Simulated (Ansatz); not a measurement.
hcp Ru, treated with BLYP (PAW; Ansatz, a program for electronic structure).

Run with plane-wave cutoff 520 eV, 24×24×14 k mesh (along the axes of the cell as run), Fermi–Dirac smearing 0.05 eV, no spin polarisation, scalar-relativistic PAW data made under PBE.

The volume scan:

```json
[
 {"V (Å³/atom)": "13.843", "E − E_lowest (meV/atom)": "21.01"},
 {"V (Å³/atom)": "14.132", "E − E_lowest (meV/atom)": "5.06"},
 {"V (Å³/atom)": "14.420", "E − E_lowest (meV/atom)": "0.00"},
 {"V (Å³/atom)": "14.708", "E − E_lowest (meV/atom)": "4.62"},
 {"V (Å³/atom)": "14.997", "E − E_lowest (meV/atom)": "17.83"}
]
```

Task: Estimate the bulk modulus and its pressure derivative from these points.

Result: V0 = 14.421 Å³/atom, B0 = 268 GPa, B′ = 5.0 (fit to the energies at full precision).

Shape and atoms are relaxed at each volume.

Measured, for comparison: bulk modulus 318 GPa (zero-point energy and finite temperature contributions removed, our sources range from 318 to 336; as tabulated in doi:10.1021/acs.jctc.3c00612). Computed (rounded) less measured: bulk modulus -16 % (-16 % to -20 % over the range).

Note: the bulk modulus comes from volumes at which shape and atoms were relaxed.

Static lattice: no zero-point or thermal effects.
